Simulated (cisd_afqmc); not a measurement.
Input (AFQMC/CISD/aug-cc-pVTZ; cisd_afqmc is a phaseless AFQMC code with CISD trial states that reads the integrals written by Ansatz):

Ansatz 0.2 input:
```python
import cisd_afqmc

open("ham.yaml", "w").write("""\
crystal:
  periodic: [false, false, false]
  atoms:
    - {symbol: C, position_ang: [-0.63207411, -0.00000551, 0.00000483]}
    - {symbol: F, position_ang: [0.74911689, 0.00000653, -0.00000572]}
    - {symbol: H, position_ang: [-0.98319207, -0.33848986, 0.97263016]}
    - {symbol: H, position_ang: [-0.98321273, 1.01154800, -0.19317041]}
    - {symbol: H, position_ang: [-0.98320253, -0.67308384, -0.77943721]}
basis:
  gaussian:
    orbitals: aug-cc-pVTZ
magnetization: {spin_polarized: false}
correlation: {method: ccsd, electrons: outside_noble_gas, hamiltonian_folder: ham}
""")
rep = cisd_afqmc.ansatz("ham.yaml")
e_ccsd = rep["correlation"]["coupled_cluster"]["energy"]["hartree"]
out = cisd_afqmc.run("ham", e_ccsd, trial="CISD", walkers=1000, populations=1, threads=12, dt=0.005, steps=40, early=24, settle=10, least=100,
    cut=5e-5, rank_cut=2e-4, target=0.0004, seconds=1000, seed=4, memory=62639, gpu=True)
```

Output:

```
orbitals 159, occupied [7], factors 742 of 929, rank of the doubles 312 of 1064
E(HF) = -139.097509
E(CCSD) on the cut factors = -139.556793, shift to the whole factors -0.000014
Energy of the trial state on the determinant = -139.556801
  tau behind 7.2 of longer steps, mean of the populations' last blocks
   2.0  -139.57184
   4.0  -139.57301
   6.0  -139.57183
   8.0  -139.57078
  10.0  -139.57177
  12.0  -139.56978
  14.0  -139.57234
  16.0  -139.57029
  18.0  -139.57121
  20.0  -139.57293
  22.0  -139.57156
blocks 100 (0 outliers left out), error by blocks joined: 1: 0.00018, 2: 0.00022, 4: 0.00026, 8: 0.00031
E(AFQMC/CISD) = -139.57155 +/- 0.00031
```
